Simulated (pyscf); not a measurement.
`[CH2]=[CH][CH3]` + `[CH3][OH]` → `[CH3][CH2][CH]([CH3])[OH]`, an addition across a multiple bond or ene-type step (singlet surface; C–O broken, C–O, C–C formed). PySCF, gas phase, ωB97X-D3(BJ)/def2-SVP geometries. Energies in kcal/mol from the separated reactants.

Small-basis levels: PySCF, no dispersion term, spherical d functions. AM1 to PM7: differences of heats of formation from MOPAC. Cost: rough CPU time at the saddle relative to B3LYP/6-31G*, from one job on a shared machine.

| level | barrier | reaction energy | cost |
|---|---|---|---|
| HF/STO-3G | 111.7 | -54.2 | 0.03 |
| HF/3-21G | … | -28.9 | 0.06 |
| MP2/6-31G* | 86.4 | -33.2 | 0.1 |
| SVWN5/6-31G* | 60.4 | -44.3 | 1 |
| PBE/6-31G* | … | -32.1 | 2 |
| B3LYP/3-21G | 65.8 | -32.2 | 0.6 |
| B3LYP/6-31G* | 82.8 | -28.0 | 1 |
| PBE/def2-SVP | 72.1 | -31.9 | 2 |
| B3LYP/def2-SVP | 83.2 | -27.8 | 1 |
| AM1 | 83.6 | -25.0 | under 0.02 |
| PM3 | 82.0 | -25.0 | under 0.02 |
| PM7 | 62.3 | -27.2 | under 0.02 |
| ωB97M-D3(BJ)/def2-TZVP | … | -29.6 | – |

Task: Fill in the missing entries.

Result: 
- HF/3-21G, barrier: 92.9
- PBE/6-31G*, barrier: 71.4
- ωB97M-D3(BJ)/def2-TZVP, barrier: 84.5

Against the last row the barrier runs from -24.1 (SVWN5/6-31G*) to +27.2 kcal/mol (HF/STO-3G). ωB97M-D3(BJ)/def2-TZVP has limits of its own. From the product side, •H₂C–CH₃ + H₃C–CH•–OH lies, by one bond made or cut, 24.5 kcal/mol under this saddle at ωB97M-D3(BJ). One saddle was located; it need not be the lowest between these sides.
